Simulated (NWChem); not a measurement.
A series in which one site is exchanged, each optimised at PBE0/def2-SVP with NWChem, gas phase unless a solvent is named. 

A: [Cl][Li] (LiCl; site = Cl)
B: [Li][Li] (Li2; site = Li)
C: [Li][F] (LiF; site = F)
D: [LiH] (LiH; site = H)

```json
[
 {"quantity": "dipole (D), PBE0/def2-SVP", "A": "6.58", "B": "0.00", "C": "[?]", "D": "5.63"},
 {"quantity": "vertical ionisation energy, ΔSCF, PBE/def2-SVP (eV)", "A": "9.90", "B": "5.22", "C": "[?]", "D": "8.00"},
 {"quantity": "static polarisability, B3LYP/def2-SVPD (bohr³)", "A": "26.4", "B": "205.8", "C": "[?]", "D": "29.0"}
]
```

Task: Fill in the missing entries.

Result: 
- dipole (D), PBE0/def2-SVP, C: 5.53
- vertical ionisation energy, ΔSCF, PBE/def2-SVP (eV), C: 11.51
- static polarisability, B3LYP/def2-SVPD (bohr³), C: 9.4
